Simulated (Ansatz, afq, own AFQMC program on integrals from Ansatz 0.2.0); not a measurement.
## The Si2–F1 bond of SiClF, singlet, worked out

```xyz
3

F     0.6377   -1.2391    0.2064
Si   -0.6175   -0.3801   -0.3761
Cl   -0.0312    1.5544    0.1564
```

The molecule and both fragments are relaxed with PBE0/def2-SVP; the fragments keep their bonds.

Basis def2-TZVP. Noble-gas cores (and the filled d shells of Ga–Kr and In–Xe) are frozen. Integrals, coupled cluster, full CI and functionals: Ansatz 0.2.0; the random walks run on the same integrals in our own AFQMC program. The CISD trial takes its coefficients from CCSD amplitudes. Released means that phaseless walkers are propagated on without the constraint, phases kept. Error bars are statistical, one sigma.

Total energies in eV. CBS is CCSD(T) at the limit of def2-TZVPP/QZVPP (extrapolated itself); the highest rung of each member is named.

Cautions: SiCl (doublet): the released energies are still falling, so no released level is given (meV from the phaseless value at times in 1/Eh: -9 ± 4 at 0.24, -13 ± 3 at 0.51, -20 ± 3 at 0.99, -21 ± 4 at 1.62, -30 ± 5 at 2.40), its ph-AFQMC/CISD value lies 19 ± 5 meV above CCSDT(Q).

```csv
member,count,CCSD(T)/def2-TZVP,highest rung in def2-TZVP,which,CCSD(T)/CBS
"SiCl, doublet",+1,-20374.3166,-20374.3678,CCSDT(Q),-20376.3012
F (doublet),+1,-2710.9359,-2710.9439,CCSDTQ,-2712.1062
"SiClF, singlet",-1,-23091.5110,-23091.5653,CCSDT(Q),-23094.9071
```

Q: Work out the best estimate of the bond energy: the CCSD(T)/CBS difference plus the step from CCSD(T) to the highest rung.

A: Sums with the counts: CCSD(T)/CBS 6.4997 eV, highest rung 6.2536 eV, CCSD(T)/def2-TZVP 6.2585 eV. The step is 6.2536 − 6.2585 = -0.0049 eV, so the best estimate is 6.4997 + (-0.0049) = 6.4948 eV. The basis set is worth 0.241 eV of it. Zero-point, core-correlation and spin–orbit terms aren't in it. Past Ne the Hartree–Fock part of each CBS total tends to overshoot, since the cores don't follow the formula; that largely cancels in the difference.

Best estimates are given only where the step beyond CCSD(T) is under 0.3 eV and no member's determinant is very poor (T1 over 0.05, or 0.07 for open shells, ⟨S²⟩ too high by 0.3, two states mixed), so the hardest cases are missing from such tables.

CCSDT and higher add their correlation energy to the determinant of the CCSD(T) run, since their own runs factorise the integrals more tightly (a shift of under 2 meV). Each member of a difference takes its own highest rung, so a best estimate needn't equal the limit plus the step of one row.
